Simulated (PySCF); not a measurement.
# How methods differ on the ionisation energy of Ne

Ne [Ne] (1S) → Ne⁺ [He] 2s2 2p5 (2P), as a difference of total energies. All numbers are calculated (PySCF 2.14, scalar relativity by spin-free X2C-1e, in cc-pVDZ-DK (3s2p1d, 14 functions)). Correlated levels: valence: 1s2 frozen. The calculations carry no spin-orbit coupling.

| method | ionisation energy (eV) | error (eV) |
| --- | --- | --- |
| UHF | 19.646 | -1.951 |
| BP86 | 21.340 | -0.257 |
| TPSS | 21.064 | -0.533 |
| MP2 (valence) | 21.055 | -0.542 |
| SCS-MP2 (valence) | 20.931 | -0.666 |
| CCSD (valence) | 20.870 | -0.727 |
| CCSD(T) (valence) | 20.870 | -0.727 |

Reference: 21.597 eV (measured; NIST levels, between the centres of gravity of the two terms).

Errors of the correlated levels include the incompleteness of this basis and the frozen core.
